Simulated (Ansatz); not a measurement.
Geometry optimisation, RKS BHLYP-D4/cc-pVDZ (Ansatz 0.2.0).

Input:

```yaml
crystal:
  periodic: [false, false, false]
  atoms:
    - { symbol: "N", position_ang: [1.4929, -1.8272, 0.1108] }
    - { symbol: C, position_ang: [0.621, -0.9823, -0.4784] }
    - { symbol: "N", position_ang: [0.0562, -0.0069, 0.2901] }
    - { symbol: C, position_ang: [-0.6576, 0.8011, -0.2892] }
    - { symbol: F, position_ang: [-1.023, 0.6501, -1.6009] }
    - { symbol: S, position_ang: [-1.481, 2.0892, 0.6122] }
    - { symbol: H, position_ang: [1.5286, -1.4748, 1.0816] }
    - { symbol: H, position_ang: [0.4272, -1.0799, -1.5557] }
    - { symbol: H, position_ang: [-0.8758, 1.7845, 1.8125] }
basis:
  gaussian: { orbitals: cc-pVDZ }
hamiltonian:
  xc: { name: BHLYP }
  dispersion: d4
relax:
  f_tol: 0.02
  max_steps: 50
```

Command:

```bash
$ ansatz run input.yaml --threads 2 --pin off --max-ram 3072MiB --backend cpu --events-out ev --progress --plain --runs-dir out
```

**Question.** Where does it end, and by what steps?

**Answer.** The run converged. After 8 steps the energy has fallen by 0.575 eV; H7 moved furthest, 0.20 Å.

```tsv
step	energy less start (eV)	largest force component (eV/Å)	accepted
0	0.0000	4.538	yes
1	-0.3648	1.888	yes
2	-0.5011	1.506	yes
3	-0.5380	1.216	yes
4	-0.5664	0.480	yes
5	-0.5696	0.438	yes
6	-0.5738	0.122	yes
7	-0.5747	0.037	yes
8	-0.5747	0.016	yes
```

```xyz
9
Properties=species:S:1:pos:R:3
N 1.499 -1.849 0.050
C 0.688 -1.023 -0.442
N 0.093 0.005 0.310
C -0.700 0.798 -0.238
F -1.045 0.752 -1.525
S -1.530 2.127 0.545
H 1.630 -1.638 1.039
H 0.426 -1.097 -1.498
H -0.974 1.878 1.743
```

Whether the end is a true minimum wasn't checked by a vibrational analysis.

Time of the run: 27 s on 2 threads of Arm Neoverse V2, on a shared host, peak memory 0.23 GiB.
